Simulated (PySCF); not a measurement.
How methods differ on the ionisation energy of B

B [He] 2s2 2p1 (2P) → B⁺ [He] 2s2 (1S), as a difference of total energies. Computed with PySCF 2.14 in x2c-QZVPPall, with scalar relativity by spin-free X2C-1e. Correlated levels: valence and next inner shell: nothing frozen. The calculations carry no spin-orbit coupling.

| method | ionisation energy (eV) | error (eV) |
| --- | --- | --- |
| UHF | 8.040 | -0.257 |
| MP2 (valence and next inner shell) | 8.307 | +0.010 |
| SCS-MP2 (valence and next inner shell) | 8.271 | -0.026 |
| CCSD (valence and next inner shell) | 8.222 | -0.075 |
| CCSD(T) (valence and next inner shell) | 8.257 | -0.040 |

Reference: 8.297 eV (measured; NIST levels, between the centres of gravity of the two terms).

Errors of the correlated levels include the incompleteness of this basis.
